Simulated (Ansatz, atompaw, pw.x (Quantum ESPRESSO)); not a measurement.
What a changed setting does to a pw.x run (diamond Re)

Potential: PAW, atompaw 4.2.0.5, LDA (PW92); core [Kr] 4d10, reference 4f14 5s2 5p6 5d5 6s2 6p0; waves: 5s (bound); 6s (bound); 5p (bound); 6p (bound, empty); 5d (bound); 5d channel at 1.9 Ry; 4f (bound); 4f channel at -1.05 Ry; local part: troulliermartins scheme with l = 4 at 0 Ry, radius 2.25 bohr; core correction: smooth core density matched at 2.15 bohr; augmentation: besselshape compensation charge, radius 2.00 bohr; PAW radius 2.45 bohr; waves and projectors: bloechl.

The reference run (k-mesh 8³, cutoffs 85/850 Ry, Fermi–Dirac 0.01 Ry, mixing_beta 0.4, conv_thr 1e-9, no spin) gives -0.18 GPa at 21.495 Å³/atom, where all-electron LAPW gives -0.05 GPa. This run, with its own iteration cap, changes startingwfc to random.

```
&control
  calculation='scf', prefix='x', pseudo_dir='./', outdir='./tmp', tstress=.true., disk_io='none'
/
&system
  ibrav=0, nat=2, ntyp=1, ecutwfc=85, ecutrho=850, nbnd=41,
  occupations='smearing', smearing='fd', degauss=0.01
/
&electrons
  conv_thr=1e-09, mixing_beta=0.4, electron_maxstep=60, startingwfc='random'
/
ATOMIC_SPECIES
Re 1.0 Re.UPF
CELL_PARAMETERS angstrom
  0.00000000 2.78043331 2.78043331
  2.78043331 0.00000000 2.78043331
  2.78043331 2.78043331 0.00000000
ATOMIC_POSITIONS crystal
Re 0.0000 0.0000 0.0000
Re 0.2500 0.2500 0.2500
K_POINTS automatic
8 8 8 0 0 0
```

```bash
pw.x < Re.scf.in > Re.scf.out
```

How does the run end?

It converges in 9 iterations; the free energy moves by +0.0 meV/atom and the pressure by +0.01 GPa. The result is that of the reference run.

```
Message from routine setup:
     using ibrav=0 with symmetry is DISCOURAGED, use correct ibrav instead
     lattice parameter (alat)  =       7.4306  a.u.
     unit-cell volume          =     290.1109 (a.u.)^3
     number of electrons       =        58.00
     number of Kohn-Sham states=           41
     kinetic-energy cutoff     =      85.0000  Ry
     charge density cutoff     =     850.0000  Ry
     scf convergence threshold =      1.0E-09
     Exchange-correlation= SLA PW NOGX NOGC
     number of k points=    29  Fermi-Dirac smearing, width (Ry)=  0.0100
     iteration #  1     ecut=    85.00 Ry     beta= 0.40
     total energy              =   -2751.00004784 Ry
     estimated scf accuracy    <       0.07387584 Ry
     iteration #  2     ecut=    85.00 Ry     beta= 0.40
     total energy              =   -2751.00398819 Ry
     estimated scf accuracy    <       0.01729245 Ry
     iteration #  3     ecut=    85.00 Ry     beta= 0.40
     c_bands:  1 eigenvalues not converged
     total energy              =   -2751.00768887 Ry
     estimated scf accuracy    <       0.00132764 Ry
     iteration #  4     ecut=    85.00 Ry     beta= 0.40
     c_bands:  1 eigenvalues not converged
     c_bands:  1 eigenvalues not converged
     c_bands:  1 eigenvalues not converged
     c_bands:  1 eigenvalues not converged
     total energy              =   -2751.00800979 Ry
     estimated scf accuracy    <       0.00019639 Ry
     iteration #  5     ecut=    85.00 Ry     beta= 0.40
     c_bands:  1 eigenvalues not converged
     total energy              =   -2751.00803315 Ry
     estimated scf accuracy    <       0.00000357 Ry
     iteration #  6     ecut=    85.00 Ry     beta= 0.40
     total energy              =   -2751.00803581 Ry
     estimated scf accuracy    <       0.00000042 Ry
     iteration #  7     ecut=    85.00 Ry     beta= 0.40
     total energy              =   -2751.00803599 Ry
     estimated scf accuracy    <       0.00000009 Ry
     iteration #  8     ecut=    85.00 Ry     beta= 0.40
     total energy              =   -2751.00803600 Ry
     estimated scf accuracy    <          1.9E-09 Ry
     iteration #  9     ecut=    85.00 Ry     beta= 0.40
     the Fermi energy is    19.8475 ev
!    total energy              =   -2751.00803600 Ry
     estimated scf accuracy    <          7.4E-10 Ry
     smearing contrib. (-TS)   =      -0.00585542 Ry
     convergence has been achieved in   9 iterations
          total   stress  (Ry/bohr**3)                   (kbar)     P=       -1.70
     Message from routine punch:
     Nothing written, as per user request (disk_io='none')
```

The run took about 2.3 min on one core of a shared host (Intel(R) Xeon(R) Platinum 8559C, 192 threads, 1488 GiB, load 109).
